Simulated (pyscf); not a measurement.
Insertion: F–CH(F)–Cl + difluorocarbene (F–C:–F) [singlet] → F–CH(Cl)–C(F)(F)–F

Gas phase, singlet surface, charge 0. Bonds broken: F1–C2. Bonds formed: F1–C7, C2–C7. Optimised with ωB97X-D3(BJ)/def2-SVP in PySCF.

Transition state (Å):

```xyz
8

F     -0.2240     0.9676     1.0963
C      0.1536     0.1800    -0.4338
F      0.8927     1.2250    -0.8011
Cl    -1.2378     0.0845    -1.4399
H      0.7947    -0.7015    -0.4013
F     -1.9873    -0.3933     1.6130
C     -0.7263    -0.5837     1.2902
F     -0.0772    -0.9120     2.3898
```

One imaginary mode, 779i cm⁻¹; descent along it reached the two sides named.

| bond | change | reactant side (Å) | saddle | product side |
|---|---|---|---|---|
| F1–C2 | breaks | 1.342 | 1.762 | 2.371 |
| F1–C7 | forms | 3.0 | 1.642 | 1.329 |
| C2–C7 | forms | 3.2 | 2.081 | 1.534 |

Electronic energies relative to the separated reactants (kJ/mol):

| level | barrier | reaction energy | reverse barrier |
|---|---|---|---|
| ωB97X-D3(BJ)/def2-TZVP | 241.3 | -258.8 | 500.1 |
| PBE/def2-TZVP | 186.1 | -250.9 | 437.1 |
| r²SCAN/def2-TZVP | 197.2 | -270.5 | 467.7 |
| B3LYP-D3(BJ)/def2-TZVP | 224.2 | -250.5 | 474.7 |
| PBE0-D3(BJ)/def2-TZVP | 219.7 | -274.4 | 494.1 |
| M06-2X/def2-TZVP | 244.3 | -266.9 | 511.2 |
| ωB97M-D3(BJ)/def2-TZVP | 240.0 | -247.3 | 487.4 |
| HF/def2-TZVP | 356.2 | -227.7 | 584.0 |

With ωB97M-D3(BJ)/def2-TZVP energies and thermal terms (ideal gas, 1 atm, RRHO with modes under 100 cm⁻¹ raised to 100, one conformer, R ln 2 for chiral ones without a mode under 150 cm⁻¹), in kJ/mol:

| T (K) | ΔH‡ | ΔG‡ | ΔH | ΔG |
|---|---|---|---|---|
| 298 | 239.5 | 289.9 | -236.0 | -181.9 |
| 600 | 242.7 | 339.8 | -233.6 | -127.9 |
| 900 | 245.9 | 387.6 | -229.7 | -75.8 |
| 1200 | 248.8 | 434.4 | -225.4 | -25.2 |

From the product side, F–CH•–C(F)(F)–F + Cl• lies, by one bond made or cut, 132.5 kJ/mol under this saddle at ωB97M-D3(BJ)/def2-TZVP. The same reactants have a lower exit, to F–CH(F)–C(F)(F)–Cl (barrier +165.2 kJ/mol at ωB97M-D3(BJ)/def2-TZVP, against +240.0 kJ/mol here). One saddle was located; it need not be the lowest between these sides.
